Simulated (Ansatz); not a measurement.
System: CH3O2, charge 1, singlet. CH3O2+ (SMILES [OH+]=CO).
B3LYP-D3(BJ)/def2-TZVP minimum from Ansatz (a quantum-chemistry and plane-wave program):
```
C
O 1 1.2677
O 1 1.2677 2 128.22
H 2 0.9786 1 118.38 3 0.00
H 3 0.9786 1 118.38 2 0.00
H 1 1.0880 2 115.89 4 180.00
```
Charge +1, spin multiplicity 1.

Hartree-Fock and CCSD(T) correlation energies in hartree (Ansatz). UHF or UKS for unpaired electrons; spin-orbit terms are left out. Correlated methods leave the cores frozen. No relativity.

```csv
basis,X,E(HF),"E(corr, CCSD(T))"
cc-pVTZ,3,-189.14072,-0.65236
cc-pVQZ,4,-189.15488,-0.69531
cc-pV5Z,5,-189.15830,withheld
```

Task: Fit E(corr) = E∞ + A/X³ to X = 3 and 4, predict X = 5, and compare with the run.

Result: A = (-0.65236 - (-0.69531))/(1/27 - 1/64) = 2.0059; E∞ = -0.69531 - A/64 = -0.72665; at X = 5, E∞ + A/125 = -0.71060. The run gave -0.71015, 0.45 mEh above the prediction. The same form on X = 4 and 5 gives E∞ = -0.72572, 0.93 mEh above the first estimate.
